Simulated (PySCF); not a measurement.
# C2H2F2 (Ethene, 1,2-difluoro-, (Z)-): the cost of one run

The runs use PySCF 2.14.0, with density-fitted response routines of our own; the level of theory stands in each step. All values are computed, except where a source is named. Atoms are numbered from 0 throughout.

## 1. The molecule as given

6 atoms, charge 0, multiplicity 1; geometry from: MMFF94s. The atoms were then displaced at random by about 0.03 Å, so the start is not that level's minimum.

Bonds of the start (Å): F0–C1 1.34, C1–C2 1.37, C2–F3 1.28, C1–H4 1.09, C2–H5 1.03.

## 2. Geometry optimisation at PBE0-D3(BJ)/def2-SVP

What the job is given:

```
{"job": {"xc": "PBE0", "basis": "def2-SVP", "d3": "d3bj", "grid": 1, "shake": 0.03, "kind": "geom"}, "charge": 0, "multiplicity": 1}
F      1.467090     0.930560    -0.024810
C      0.643180    -0.125380    -0.012810
C     -0.726350    -0.078360    -0.016040
F     -1.242750     1.097740    -0.014220
H      1.268500    -1.017320    -0.028960
H     -1.346550    -0.903250     0.027560
```

On the command line:

```sh
$ OMP_NUM_THREADS=1 python probes_run.py task.json out
```

One launch serves the whole session: the jobs run in the order shown.

**Question.** How long does this first job take on 1 thread of Arm Neoverse V1, shared host, and how much memory does it need?

About 9.4 s, with a peak of 0.29 GiB.
